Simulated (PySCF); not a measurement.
C3H10NP: core ionisation energies

Species: C3H10NP.
Bonds: C1–P2, P2–C3, P2–C4, P2–N5 (double). Hydrogens: H6, H7, H8 on C1; H9, H10, H11 on C3; H12, H13, H14 on C4; H15 on N5.

Method used: delta-SCF UKS SCAN, pcX-3 on the ionised atom, pcseg-2 elsewhere, spin-free X2C in PySCF 2.14.0. Each binding energy is the total energy of the core-ionised species, with the hole localised on one atom, minus that of the ground state; both are solved self-consistently, so orbital relaxation is included.

Q: What binding energy does each computed site have?

A: 
```tsv
atom(s)	bonded to	level	binding energy (eV)	2p1/2 (eV)	count
C1	3 H and P	C 1s	290.55	–	1
P2	N (double bond) and 3 C	P 2p3/2	137.13	138.02	1
P2	N (double bond) and 3 C	P 1s	2151.13	–	1
N5	H and P (double bond)	N 1s	402.23	–	1
```

Q: Which photon energy gives electrons from P 2p3/2 of P2 a kinetic energy of 100 eV, and what is their de Broglie wavelength?

A: hν = 137.13 + 100 = 237.13 eV, recoil neglected; λ = 12.264 Å/√(E/eV) = 1.23 Å.

The list is incomplete; no value stands for C 1s of C3, C4. Spin–orbit and ligand-field terms were added within each 2p shell after the spin-free SCF. 2p1/2 minus 2p3/2 (ligand field included): P 0.89 eV. Geometry: PBE0-D3(BJ)/def2-TZVP; no solvent, vibrations or thermal averaging.
